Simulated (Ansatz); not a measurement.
Relaxed structures of C₂H₂S, singlet (PBE0-D4/def2-TZVP; forces vanish, vibrations not checked; lower isomers may exist, and structures with a doubtful reference or unclear bonds are left out; Å). Ansatz 0.2.0; basis: def2-TZVPP; cores frozen in the correlated methods.

**Question.** Rank them by CCSD(T) energy, lowest first, and give each one's height above the lowest. Links in brackets join atoms within 1.22 times the sum of their covalent radii (1.1 for two metals). (Judge from chemistry; the value comes from the calculation.)
A.
C₂H₂S ([C]1[CH2][S]1)
```
5
angstrom
C -0.4488 -0.3712 -0.2049
C 0.4008 0.7904 0.1713
S 0.9391 -0.8638 0.6234
H 0.0630 1.4351 0.9786
H 0.9620 1.2929 -0.6124
```
B.
C₂H₂S ([C]1[CH][SH]1)
```
5
angstrom
C -0.5957 -0.4514 -0.0515
C 0.3570 0.4165 0.1244
S 1.2441 -1.1128 0.3122
H 1.2017 -1.2905 1.6543
H 0.7144 1.4308 0.1595
```
C.
C₂H₂S (C1=CS1)
```
5
angstrom
C -0.5063 -0.3821 -0.1495
C 0.3263 0.5633 0.0300
S 1.0075 -1.0138 0.6687
H -1.4499 -0.7606 -0.4979
H 0.6224 1.5932 -0.0513
```

**Answer.** The calculation gives: C (0.0 kJ/mol), A (44.5 kJ/mol), B (85.1 kJ/mol). Heights count from the lowest.

T1 diagnostic: at most 0.026. The T1 diagnostic is large here, which may signal multireference character or strong orbital relaxation, so CCSD(T) is less sure. The restricted Hartree–Fock reference is unstable towards an unrestricted one at one or more of these structures.

For scale, one of the runs: CCSD(T)/def2-TZVPP, 132 basis functions, launched by `ansatz run in.yaml --threads 2 --pin off --events-out ev --progress --plain --max-ram 4352MiB`. Time: 6.5 s of wall clock on 2 CPU threads of an Arm Neoverse V2; the host was shared. Peak host memory: 0.64 GiB.
